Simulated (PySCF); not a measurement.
HCl.
SMILES with atom numbers: `[ClH:1]` (hydrogens: H2 on Cl1)

Cartesian coordinates in Å at the PBE0-D3(BJ)/def2-TZVP level; atoms count from 1:
```
atom  x, y, z in Å
Cl1    0.6480   -0.0281    0.0011
H2    -0.6305   -0.0008   -0.0132
```

The calculation used PySCF, PBE0-D3(BJ)/def2-TZVP geometry optimisation, gas phase.

Masses are those of the commonest isotopes; rigid-rotor values at the optimised geometry. 

Q: What are the moment of inertia and the rotational constant?

A: I = 1.602 u·Å², B = 505379 MHz·u·Å²/I = 315409 MHz (10.5209 cm⁻¹, or 15.137 K as hB/k). For two atoms I = μr² with μ = 0.9796 u and r = 1.2789 Å.

Q: List the first levels of a rigid rotor in a Σ state.

A: E(J) = BJ(J+1): J = 1: 21.042, J = 2: 63.125, J = 3: 126.251, J = 4: 210.418, J = 5: 315.627, J = 6: 441.878 cm⁻¹.

Q: Where do the first rotational lines fall?

A: The dipole is 1.26 D; J+1 ← J lies at 2B(J+1): 1 ← 0 at 630.82 GHz, 2 ← 1 at 1261.63 GHz, 3 ← 2 at 1892.45 GHz, 4 ← 3 at 2523.27 GHz, 5 ← 4 at 3154.09 GHz, 6 ← 5 at 3784.90 GHz.

Q: Estimate the classical rotational partition function at 100 K, 200 K and 298.15 K.

A: Point group C∞v, symmetry number σ = 1; q = kT/(σhB), k/h = 20836.6 MHz/K: 6.6 at 100 K, 13.2 at 200 K, 19.7 at 298.15 K.

Stationary, but not proved a minimum. These are rigid-rotor constants of the computed structure; measured ground-state constants (B0) also hold zero-point vibration.
